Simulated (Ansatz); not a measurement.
BH₃ → `[BH2]`• + H• at 500 K and 1 bar (homolysis of the B–H bond).

Program: Ansatz. Geometries: PBE0-D4/def2-TZVP. ΔE: electronic, gas phase. CCSD(T)/CBS is frozen-core, at the limit of the def2 triple- and quadruple-zeta sets. No spin–orbit coupling; open shells (•) take unrestricted orbitals.

| species | CCSD(T)/CBS energy (Eh) | H − E (kJ/mol) | S (J/(mol·K)) |
| --- | --- | --- | --- |
| BH₃ | -26.54905 | 86.8 | 208.8 |
| `[BH2]`• | -25.87220 | 55.2 | 212.8 |
| H• | -0.50000 | 10.4 | 125.5 |

H − E and S are ideal-gas, rigid-rotor, harmonic terms from PBE0-D4/def2-TZVP, with the whole ground term of open shells counted as degenerate. 1 Eh = 2625.50 kJ/mol, R = 8.31446 J/(mol·K).

Question: By hand: ΔE, ΔH, ΔS and ΔG.

Answer: ΔE = (-25.87220) + (-0.50000) − (-26.54905) = 0.17685 Eh = 464.3 kJ/mol. Δ(H − E) = 55.2 + 10.4 − 86.8 = -21.2, so ΔH = 443.1 kJ/mol. ΔS = 212.8 + 125.5 − 208.8 = 129.5 J/(mol·K). ΔG = 443.1 − 500 × (129.5)/1000 = 378.4 kJ/mol.

Question: By hand: the equilibrium constant, and the temperature at which ΔG would vanish if ΔH and ΔS stayed fixed.

Answer: log₁₀ K = −ΔG/(RT ln 10) = -39.5. ΔG = 0 at ΔH/ΔS = 3422 K, far beyond where these terms or the molecules hold.

The number of gas molecules changes by +1, which sets the sign of ΔS. A doubt of 5 kJ/mol in ΔE shifts log₁₀ K by 0.5 here. These are equilibria of isolated gas molecules and say nothing of rates. Largest T1 diagnostic: 0.010 (customary marks: 0.02 for closed shells, 0.045 for open ones).
